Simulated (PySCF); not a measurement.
Molecule: formyl fluoride, CHFO.

Bonds (- single, = double, # triple, : aromatic): O1=C2 1.177 Å, C2-F3 1.329 Å. C2 carries H4.

Geometry PBE0-D3(BJ)/def2-SVP throughout; GIAO in PySCF 2.14.0 with density-fitted response routines, gas phase, one conformer, non-relativistic; equivalent atoms averaged; basis pcSseg-2.

Problem. How do the absolute shieldings σ depend on the functional? (ppm; last column core-seconds on 1 thread of an Arm Neoverse V2, shared host)

Solution. 
```csv
functional,kind,O1,C2,F3,H4,core-s
WP04,global hybrid,-133.1,12.7,126.9,23.82,2.3
B97-2,global hybrid,-120.5,26.7,125.5,23.49,2.1
BHandHLYP,global hybrid,-138.2,24.6,146.5,23.69,2.1
CAM-B3LYP,range-separated hybrid,-137.2,20.9,125.6,23.46,3.1
wB97X-D,range-separated hybrid,-134.4,23.9,127.4,23.53,3.1
LC-wPBE,range-separated hybrid,-128.9,23.3,133.4,23.55,4.2
```

Problem. Which nucleus moves most, in ppm?

Solution. F3 (fluorine bonded to C): from 125.5 ppm with B97-2 to 146.5 ppm with BHandHLYP. The smallest spread is 0.36 ppm, at H4. Proton shifts span only some 12 ppm, so a few tenths of a ppm matter as much there as several ppm in carbon.
